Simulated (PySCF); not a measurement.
AlP⁺ at PBE0

Computed with PBE0; PySCF, no relativity, basis sets Al def2-TZVPPD, P def2-TZVPPD.

```
state                                                                                                             : ²Π (doublet), unpaired electrons π ↑, a second solution, started from another occupation
bond length                                                                                                       : 2.177 Å
harmonic wavenumber                                                                                               : 479 cm⁻¹
force constant                                                                                                    : 1.95 mdyn/Å
rotational constant Be                                                                                            : 0.2466 cm⁻¹
anharmonicity ωexe                                                                                                : 3.56 cm⁻¹
vibration–rotation constant αe                                                                                    : 0.00191 cm⁻¹
energy of the minimum from ground-state Al⁺ + P                                                                   : 0.381 eV
bond order (Mayer)                                                                                                : 1.91
dipole moment (positive dipole points towards P; it is taken about the centre of mass and depends on that origin) : -4.72 D
```

For an ion De counts to the pair picked by the measured ionisation energies or electron affinities, which need not be the lowest pair at this level.
